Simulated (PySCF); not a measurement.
Gas-phase reaction: 4 BOF ⇌ B₂O + 2 BF₂ + O₃

Method: PySCF energies plus ideal-gas RRHO corrections (1 bar). Table values come from the NASA 1993 polynomials. After a fit of one offset per element over all species, the range-separated, M06-2X, PBE0/def2-QZVP and CCSD(T)/def2-TZVPP enthalpies, where run, lie to one side of the table for BOF (+19 kJ/mol), B₂O (+77 kJ/mol), BF₂ (+92 kJ/mol), O₃ (+19 kJ/mol): a fault of the table's entry, another state or a shared error of the levels is possible; this was not checked at source. S°(298 K) at PBE0/def2-TZVP differs from the NASA 1993 table for B₂O (+19 J/mol/K); whether the harmonic model or the table's entry is off was not settled. † marks an energy on the PBE0/def2-TZVP geometry and frequencies; other levels use their own. MP2 and CCSD(T) freeze the core. 6-31G* has spherical d functions here. Open shells (unrestricted): BF₂ (multiplicity 2); the rest are closed-shell singlets. For this reaction the table lies outside the span of B3LYP, CCSD(T), M06-2X, MP2, PBE0, r2SCAN, ωB97M-V, ωB97X-V in their largest bases here; which side is off was not settled. MP2 isn't extrapolated to the basis-set limit; its ΔH°(298 K) is 1749.3 kJ in def2-SVP and 1697.9 kJ in def2-TZVPP. CCSD(T) isn't extrapolated to the basis-set limit; its ΔH°(298 K) is 1676.3 kJ in def2-SVP and 1626.7 kJ in def2-TZVPP. The harmonic model lacks anharmonicity and excited electronic states, which grow with temperature; levels with a mode under 35 cm⁻¹ are left out. Strong static correlation: B₂O, O₃. Soft modes under 120 cm⁻¹ make the harmonic entropy rough for B₂O. The table's entry may be an old estimate for BOF, B₂O, BF₂ (not checked at source). Warning, large T1 diagnostic: O₃ (CCSD(T)/def2-SVP†, CCSD(T)/def2-TZVPP†).

| level | ΔH°(298 K), kJ | minus table | ΔG°(1200 K), kJ |
|---|---|---|---|
| table | 1466.1 | - | 1397.0 |
| CCSD(T)/def2-SVP† | 1676.3 | 210.2 | 1583.2 |
| CCSD(T)/def2-TZVPP† | 1626.7 | 160.6 | 1533.5 |
| HF/6-31G* | 1682.4 | 216.3 | 1603.8 |
| M06-2X/def2-TZVP† | 1690.7 | 224.6 | 1597.6 |
| MP2/def2-TZVPP† | 1697.9 | 231.8 | 1604.8 |
| PBE/def2-SVP | 1605.0 | 138.9 | 1535.8 |
| LDA/def2-TZVP† | 1642.4 | 176.3 | 1549.3 |
| ωB97M-V/def2-TZVP† | 1670.6 | 204.5 | 1577.5 |
